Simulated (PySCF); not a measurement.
**NaO: script and output**

Input:

```python
from pyscf import gto, scf, cc

mol = gto.M(
    atom='Na 0 0 0; O 0 0 2.023',
    basis='x2c-svpall',
    charge=0,
    spin=1,
    verbose=3,
)
mf = scf.ROHF(mol)
mf = mf.sfx2c1e()
mf.kernel()
mycc = cc.CCSD(mf)
mycc.kernel()
mf.dip_moment()
print('orbital energies (hartree):', mf.mo_energy[..., max(0, mol.nelec[1]-3):mol.nelec[0]+3].round(4))
```

```bash
$ OMP_NUM_THREADS=1 python input.py
```

It prints:

```
converged SCF energy = -236.793380394699

WARN: RCCSD method does not support ROHF method. ROHF object is converted to UHF object and UCCSD method is called.

E(UCCSD) = -236.9630581767998  E_corr = -0.169677782100905
Dipole moment(X, Y, Z, Debye): -0.00002, -0.00003, -8.30968
orbital energies (hartree): [-1.0112 -0.3383 -0.3256 -0.0572 -0.004   0.092   0.094 ]
```

In short: E(SCF) = -236.793380 Eh, E(CCSD) − E(SCF) = -0.16968 Eh, μz(SCF) = -8.31 D.

It ran on Arm Neoverse V2 (1 thread, shared host) in 2.2 s, peak memory 0.14 GiB.

The bond length is a typed value, not an optimised one. No search for the lowest solution was made.
